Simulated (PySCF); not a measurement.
Species: F2H3P2 (charge +1).
SMILES with atom numbers: `[F:1][PH+:2]([F:3])[PH2:4]` (hydrogens: H5 on P2; H6, H7 on P4)

Structure used (PBE0-D3(BJ)/def2-SVP), in Å, numbered top down from 1:
```
atom  x, y, z in Å
F1    -1.297    1.400   -0.494
P2    -0.695    0.060   -0.002
F3    -1.523   -1.064   -0.670
P4     1.348   -0.076   -0.700
H5    -1.046   -0.006    1.362
H6     1.527   -1.215    0.149
H7     1.721    0.873    0.305
```

Linear response at PBE0/def2-SVPD (PySCF, frozen core in the response, non-relativistic).

Static isotropic polarisability: 45.40 au (6.73 Å³), principal values 39.5, 40.7, 56.0 au.

Problem. What is the polarisability at 1064 nm and at the sodium D line?

Solution. 45.80 au at 1064 nm (+0.9 %), 46.74 au at 589.3 nm (+2.9 %). The rise at 589.3 nm is 3.36 times that at 1064 nm; a pure ω² law gives 3.26. The lowest singlet lies at 195 nm, shorter than both wavelengths.

Problem. What is the isotropic C6 coefficient between two such ions, C6 = (3/π)∫α(iω)² dω?

Solution. 829 au (Eh·bohr⁶) by a ten-point quadrature over imaginary frequencies, which is 495 eV·Å⁶ or 47.8 J·nm⁶/mol.

Problem. Which effective excitation energy ω̄ makes London's formula C6 = (3/4)α²ω̄ exact here?

Solution. ω̄ = 4·C6/(3α²) = 0.536 Eh = 14.6 eV. A one-pole form α(ω) = α/(1 − ω²/ω̄²) fitted to the 1064 nm value gives 12.5 eV. London's choice of the ionisation energy (17.05 eV, ΔSCF at the same level) gives C6 = 968 au, 17 % too high.

Problem. The lowest 10 singlets have (eV, f): 6.36, 0.000; 6.76, 0.133; 7.52, 0.014; 8.20, 0.012; 8.45, 0.030; 8.46, 0.037; 8.71, 0.167; 9.04, 0.029; 9.20, 0.008; 9.46, 0.018. What share of the static polarisability do they carry in the sum over states α = Σ f/ω²?

Solution. 5.28 au, 11.6 % of α; the largest term, 2.16 au, is that of the state at 6.76 eV. Their oscillator strengths add up to 0.45. Higher states carry the rest.

Problem. What three-body coefficient follows from the one-pole estimate C9 = (3/4)·α·C6?

Solution. 28200 au. This is an estimate from the two numbers above, not a computed integral.

Problem. What molar refraction at the D line follows from R = (4π/3)·N_A·α′, with α′ the polarisability volume?

Solution. α′ = 6.93 Å³ gives R = 17.47 cm³/mol, for isolated, non-vibrating species.

One conformer stands for the species.
